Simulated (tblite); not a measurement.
Compound: C5H6.
Numbering: `[CH2:1]=[C:2]1[CH:3]=[C:4]1[CH3:5]` (hydrogens: H6, H7 on C1; H8 on C3; H9, H10, H11 on C5)

Computed with GFN2-xTB (tblite), gas phase: Langevin dynamics at 300 K from the optimised GFN2-xTB geometry, time step 0.5 fs, friction 0.01 fs⁻¹, 2000 steps. The instantaneous temperature is 2·E(kin)/(3Nk) with all 3N coordinates.

```
t (fs)  T (K)  E(pot) above start (eV)  C1=C2 (Å)  C2–C3 (Å)  C3=C4 (Å)  C4–C5 (Å)  C2–C4 (Å)  C1–H6 (Å)
     0    263                    0.000      1.311      1.451      1.327      1.464      1.450      1.077
    50    247                    0.378      1.331      1.465      1.322      1.488      1.476      1.100
   100    265                    0.354      1.335      1.459      1.311      1.472      1.423      1.039
   150    420                    0.279      1.312      1.481      1.324      1.478      1.430      1.064
   200    403                    0.466      1.309      1.459      1.336      1.477      1.410      1.109
   250    372                    0.313      1.340      1.434      1.321      1.445      1.424      1.089
   300    361                    0.440      1.330      1.432      1.308      1.456      1.437      1.082
   350    239                    0.504      1.321      1.421      1.346      1.437      1.421      1.144
   400    247                    0.455      1.331      1.479      1.320      1.450      1.403      1.061
   450    239                    0.392      1.336      1.435      1.334      1.479      1.404      1.063
   500    304                    0.400      1.332      1.469      1.293      1.462      1.465      1.100
   550    262                    0.447      1.335      1.452      1.343      1.491      1.463      1.076
   600    349                    0.476      1.293      1.457      1.336      1.533      1.446      1.099
   650    393                    0.508      1.323      1.431      1.357      1.423      1.500      1.079
   700    279                    0.589      1.303      1.428      1.347      1.477      1.517      1.062
   750    357                    0.584      1.323      1.506      1.349      1.504      1.473      1.124
   800    367                    0.387      1.290      1.385      1.343      1.423      1.500      1.033
   850    348                    0.386      1.313      1.464      1.323      1.471      1.465      1.092
   900    378                    0.351      1.316      1.450      1.343      1.487      1.444      1.076
   950    350                    0.317      1.325      1.456      1.331      1.504      1.408      1.099
  1000    492                    0.391      1.342      1.404      1.300      1.447      1.514      1.085
```

**Question.** From 500 fs on, how do temperature and potential energy compare with equipartition?

**Answer.** The mean temperature of these 11 frames is 353 K against the target 300 K, and the mean potential energy 0.44 eV against 27 × kT/2 = 0.35 eV for 27 classical harmonic modes. For 11 atoms in a canonical ensemble the temperature itself scatters by T·√(2/(3N)) = 74 K; here its standard deviation is 59 K. The whole run lasts only 10 friction times of 100 fs, so these averages carry a wide statistical error.

**Question.** What are the kinetic and total energies of the listed frame with the highest potential energy?

**Answer.** The one at 700 fs, 0.589 eV above the start. Its kinetic energy is 3NkT/2 = 0.396 eV at 279 K, so the sum is 0.99 eV; over the listed frames the sum runs from 0.37 to 1.09 eV, since the thermostat adds and removes energy.

**Question.** How much do the listed bonds fluctuate from 500 fs on?

**Answer.** 
```json
{"bond": "C1=C2", "at the start (Å)": "1.311", "mean (Å)": "1.318", "standard deviation (Å)": "0.016"}
{"bond": "C2–C3", "at the start (Å)": "1.451", "mean (Å)": "1.446", "standard deviation (Å)": "0.031"}
{"bond": "C3=C4", "at the start (Å)": "1.327", "mean (Å)": "1.333", "standard deviation (Å)": "0.019"}
{"bond": "C4–C5", "at the start (Å)": "1.464", "mean (Å)": "1.475", "standard deviation (Å)": "0.033"}
{"bond": "C2–C4", "at the start (Å)": "1.450", "mean (Å)": "1.472", "standard deviation (Å)": "0.032"}
{"bond": "C1–H6", "at the start (Å)": "1.077", "mean (Å)": "1.084", "standard deviation (Å)": "0.023"}
```

The motion is classical and holds no zero-point motion.

The cost below is that of the whole dynamics run. Time: 4.8 s; peak memory 0.18 GiB. Hardware: an Arm Neoverse V2 with one thread, shared host.
